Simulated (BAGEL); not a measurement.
**PH3 (phosphine): a chain of runs**

Aim: a single-point energy (HF/cc-pVDZ), then the energy (NEVPT2(2,2)/cc-pVDZ), then the energy (CASPT2(2,2)/cc-pVDZ) of PH3 (phosphine). 

Program for the calculation: BAGEL 1.2.2.

1 further run of the same task is left out (set aside as unsound or not needed).

**1. The structure to begin with**

PH3: 4 atoms, total charge 0, spin state singlet. As SMILES, `P`. The P1–H2 distance was set to 3.266 Å, away from the relaxed value. At this shape a bond of the SMILES string is far longer than usual.

Bond lengths: P1–H3 1.420 Å, P1–H4 1.420 Å. Angles: H3–P1–H4 93.1°.

**2. A single-point energy at HF/cc-pVDZ (density fitting with svp-jkfit) (run 1)**

Contents of calc.json:

```json
{ "bagel": [

{
  "title": "molecule",
  "basis": "cc-pvdz.json",
  "df_basis": "svp-jkfit",
  "geometry": [
    { "atom": "P", "xyz": [    -0.04605263,    -1.33556394,    -3.96944909 ] },
    { "atom": "H", "xyz": [     1.19222821,    -0.06425069,     1.94074873 ] },
    { "atom": "H", "xyz": [    -2.60001748,    -1.97145678,    -3.44864057 ] },
    { "atom": "H", "xyz": [    -0.64566273,     1.21556633,    -4.54411481 ] }
  ]
},

{ "title": "hf" },

{ "title": "print", "file": "orbitals.molden", "orbitals": true }

]}
```

The basis set cc-pVDZ is read from a file made from the Basis Set Exchange's data (not shown).

Command:

```console
BAGEL_NUM_THREADS=1 BAGEL calc.json > calc.out
```

Log:

```text
* using 1 threads per process

  ===============================================================
  ===============================================================

  *** Geometry ***

  { "atom" : "P", "xyz" : [     -0.046053,     -1.335564,     -3.969449 ] },
  { "atom" : "H", "xyz" : [      1.192228,     -0.064251,      1.940749 ] },
  { "atom" : "H", "xyz" : [     -2.600017,     -1.971457,     -3.448641 ] },
  { "atom" : "H", "xyz" : [     -0.645663,      1.215566,     -4.544115 ] },

  Number of auxiliary basis functions:      182

  Since a DF basis is specified, we compute 2- and 3-index integrals:
    o Being stored without compression. Storage requirement is 0.002 GB

  Number of basis functions:       33
  Number of electrons      :       18

    * METHOD: MOLECULE                             0.04

  *** RHF ***

  === Nuclear Repulsion ===
    14.1607252742

      * DIIS with orbital gradients will be used.

  === RHF iteration (cc-pvdz.json) ===
      0       -342.21501105          0.01623730           0.00
      1       -342.23752461          0.01156190           0.00
      2       -342.26007523          0.00256026           0.00
      3       -342.26129870          0.00038619           0.00
      4       -342.26134843          0.00018574           0.00
      5       -342.26136537          0.00007364           0.00
      6       -342.26136753          0.00001600           0.00
      7       -342.26136761          0.00000304           0.00
      8       -342.26136761          0.00000061           0.00
      9       -342.26136761          0.00000013           0.00
     10       -342.26136761          0.00000002           0.00
     11       -342.26136761          0.00000001           0.00
    * SCF iteration converged.

    * Permanent dipole moment:
           (    0.556555,     0.041083,     1.112891) a.u.

    * METHOD: HF                                   0.08

    * METHOD: PRINT                                0.00

  ===============================================================
```

It took 0.28 s on 1 thread of Arm Neoverse N1, shared host.

**3. A single-point energy at NEVPT2(2,2)/cc-pVDZ (density fitting with svp-jkfit) (run 2)**

Contents of input.json:

```json
{ "bagel": [

{
  "title": "molecule",
  "basis": "cc-pvdz.json",
  "df_basis": "svp-jkfit",
  "angstrom": false,
  "geometry": [
    { "atom": "P", "xyz": [ -0.04605263, -1.33556394, -3.96944909 ] },
    { "atom": "H", "xyz": [  1.19222821, -0.06425069,  1.94074873 ] },
    { "atom": "H", "xyz": [ -2.60001748, -1.97145678, -3.44864057 ] },
    { "atom": "H", "xyz": [ -0.64566273,  1.21556633, -4.54411481 ] }
  ]
},
{
  "title": "hf"
},
{
  "title": "nevpt2",
  "nstate": 1,
  "nact": 2,
  "nclosed": 8,
  "nspin": 0,
  "active": [9, 10],
  "maxiter": 200,
  "natocc": true,
  "ncore": 5
},
{
  "title": "print",
  "file": "orbitals.molden",
  "orbitals": true
}

]}
```

The basis set cc-pVDZ is read from a file made from the Basis Set Exchange's data (not shown).

Command:

```console
BAGEL_NUM_THREADS=1 BAGEL input.json > input.out
```

Log:

```text
* using 1 threads per process

  ===============================================================
  ===============================================================

  *** Geometry ***

  { "atom" : "P", "xyz" : [     -0.046053,     -1.335564,     -3.969449 ] },
  { "atom" : "H", "xyz" : [      1.192228,     -0.064251,      1.940749 ] },
  { "atom" : "H", "xyz" : [     -2.600017,     -1.971457,     -3.448641 ] },
  { "atom" : "H", "xyz" : [     -0.645663,      1.215566,     -4.544115 ] },

  Number of auxiliary basis functions:      182

  Since a DF basis is specified, we compute 2- and 3-index integrals:
    o Being stored without compression. Storage requirement is 0.002 GB

  Number of basis functions:       33
  Number of electrons      :       18

    * METHOD: MOLECULE                             0.04

  *** RHF ***

  === Nuclear Repulsion ===
    14.1607252742

      * DIIS with orbital gradients will be used.

  === RHF iteration (cc-pvdz.json) ===
      0       -342.21501105          0.01623730           0.00
      1       -342.23752461          0.01156190           0.00
      2       -342.26007523          0.00256026           0.00
      3       -342.26129870          0.00038619           0.00
      4       -342.26134843          0.00018574           0.00
      5       -342.26136537          0.00007364           0.00
      6       -342.26136753          0.00001600           0.00
      7       -342.26136761          0.00000304           0.00
      8       -342.26136761          0.00000061           0.00
      9       -342.26136761          0.00000013           0.00
     10       -342.26136761          0.00000002           0.00
     11       -342.26136761          0.00000001           0.00
    * SCF iteration converged.

    * Permanent dipole moment:
           (    0.556555,     0.041083,     1.112891) a.u.

    * METHOD: HF                                   0.08

    * freezing 5 orbitals
  ---------------------------
      CASSCF calculation
  ---------------------------

    ==== Active orbitals : =====
         Orbital 9
         Orbital 10
    ============================

    * nstate   :      1
    * nclosed  :      8
    * nact     :      2
    * nvirt    :     23
  === CASSCF iteration (cc-pvdz.json) ===

    * Using the second-order algorithm

      0  0      -342.35219771     1.45e-02      0.00

      1  0      -342.37100838     1.15e-03      0.02

      2  0      -342.37112720     1.90e-04      0.02

      3  0      -342.37112996     4.16e-05      0.02

      4  0      -342.37113009     9.16e-06      0.02

      5  0      -342.37113010     2.02e-06      0.02

      6  0      -342.37113010     4.44e-07      0.02

      7  0      -342.37113010     9.76e-08      0.02

      8  0      -342.37113010     2.15e-08      0.02

      9  0      -342.37113010     4.73e-09      0.02

    * Second-order optimization converged. *

     guess   0:   closed 1.                   open ..

  === FCI iteration ===

      0  0      -342.24485955     8.78e-02      0.00
      1  0      -342.36979354     1.08e-02      0.00
      2  0 *    -342.37113010     2.78e-16      0.00

     * ci vector, state   0, <S^2> = 0.0000
       2.     0.8106316502
       .2    -0.5855564257

  === DF-NEVPT2 calculation ===

    * 3-index integral transformation done
    * assembly done

      NEVPT2 correlation energy:   -0.1132167037      0.01

          (+0)     -0.0781577231
          (+0)'    -0.0083257928
          (+1)     -0.0057801434
          (+1)'    -0.0000000000
          (+2)     -0.0000917168
          (-1)     -0.0206222602
          (-1)'     0.0000000000
          (-2)     -0.0002390673

      NEVPT2 total energy:       -342.4843467993

    * METHOD: NEVPT2                               0.23

    * METHOD: PRINT                                0.01

  ===============================================================
```

Wall time 0.52 s (1 thread of Arm Neoverse N1, shared host).

**4. A single-point energy at CASPT2(2,2)/cc-pVDZ (density fitting with svp-jkfit) (run 3)**

Contents of input.json:

```json
{ "bagel": [

{
  "title": "molecule",
  "basis": "cc-pvdz.json",
  "df_basis": "svp-jkfit",
  "geometry": [
    { "atom": "P", "xyz": [    -0.04605263,    -1.33556394,    -3.96944909 ] },
    { "atom": "H", "xyz": [     1.19222821,    -0.06425069,     1.94074873 ] },
    { "atom": "H", "xyz": [    -2.60001748,    -1.97145678,    -3.44864057 ] },
    { "atom": "H", "xyz": [    -0.64566273,     1.21556633,    -4.54411481 ] }
  ]
},

{
  "title": "hf",
  "charge": 0
},

{
  "title": "casscf",
  "nstate": 1,
  "nact": 2,
  "nclosed": 8,
  "charge": 0,
  "active": [9, 10],
  "maxiter": 200,
  "natocc": true
},

{
  "title": "print",
  "file": "orbitals.molden",
  "orbitals": true
},

{
  "title": "smith",
  "method": "caspt2",
  "ms": true,
  "xms": true,
  "sssr": true,
  "shift": 0.2,
  "shift_imag": true,
  "ncore": 5
}

]}
```

The basis set cc-pVDZ is read from a file made from the Basis Set Exchange's data (not shown).

Command:

```console
BAGEL_NUM_THREADS=1 BAGEL input.json > input.out
```

Log:

```text
* using 1 threads per process

  ===============================================================
  ===============================================================

  *** Geometry ***

  { "atom" : "P", "xyz" : [     -0.046053,     -1.335564,     -3.969449 ] },
  { "atom" : "H", "xyz" : [      1.192228,     -0.064251,      1.940749 ] },
  { "atom" : "H", "xyz" : [     -2.600017,     -1.971457,     -3.448641 ] },
  { "atom" : "H", "xyz" : [     -0.645663,      1.215566,     -4.544115 ] },

  Number of auxiliary basis functions:      182

  Since a DF basis is specified, we compute 2- and 3-index integrals:
    o Being stored without compression. Storage requirement is 0.002 GB

  Number of basis functions:       33
  Number of electrons      :       18

    * METHOD: MOLECULE                             0.04

  *** RHF ***

  === Nuclear Repulsion ===
    14.1607252742

      * DIIS with orbital gradients will be used.

[... 6 lines left out ...]
    * SCF iteration converged.
[... 1 line left out ...]
    * Permanent dipole moment:
[... 27 lines left out ...]
    * Second-order optimization converged. *
[... 9 lines left out ...]
     * ci vector, state   0, <S^2> = 0.0000
[... 16 lines left out ...]
    * Zeroth order energy : state  0       -0.3730099094

    * CASPT2 iteration is performed using orthogonal basis

      -------------------------------------------  CASPT2 iteration  ---------------------------------------------------
       #      aibj      arbs      arbi      airj      risj      airs      arst      rist         Etot      error   time
      ------------------------------------------------------------------------------------------------------------------

       0  -0.07749  -0.00031  -0.02241  -0.00633  -0.00015  -0.00809  -0.00000   0.00000   -0.1147803  0.0008477   0.01
       1  -0.07749  -0.00031  -0.02242  -0.00633  -0.00015  -0.00813  -0.00000   0.00000   -0.1148358  0.0000719   0.01
       2  -0.07749  -0.00031  -0.02242  -0.00633  -0.00015  -0.00813  -0.00000  -0.00000   -0.1148363  0.0000084   0.01
       3  -0.07749  -0.00031  -0.02242  -0.00633  -0.00015  -0.00813  -0.00000  -0.00000   -0.1148363  0.0000015   0.01
       4  -0.07749  -0.00031  -0.02242  -0.00633  -0.00015  -0.00813   0.00000  -0.00000   -0.1148363  0.0000001   0.01

      ------------------------------------------------------------------------------------------------------------------

    * CASPT2 energy : state  0     -342.4871932147
        w/o shift correction       -342.4859664187
        reference weight              0.9474670948

    * METHOD: SMITH                                0.08

  ===============================================================
```

Run time: 0.58 s. Hardware: 1 thread of Arm Neoverse N1, shared host.

**5. Results**

```
                                quantity          value
         run 1, HF/cc-pVDZ: total energy  -342.26137 Eh
        run 1, HF/cc-pVDZ: dipole moment         3.16 D
          run 1, HF/cc-pVDZ: HOMO energy       -7.95 eV
          run 1, HF/cc-pVDZ: LUMO energy       -1.74 eV
        run 1, HF/cc-pVDZ: HOMO–LUMO gap        6.21 eV
run 2, NEVPT2(2,2)/cc-pVDZ: total energy  -342.48435 Eh
run 3, CASPT2(2,2)/cc-pVDZ: total energy  -342.48719 Eh
```

One bond (run 1, HF/cc-pVDZ) is far stretched, which a spin-restricted single reference describes badly; a broken-symmetry solution may lie lower.
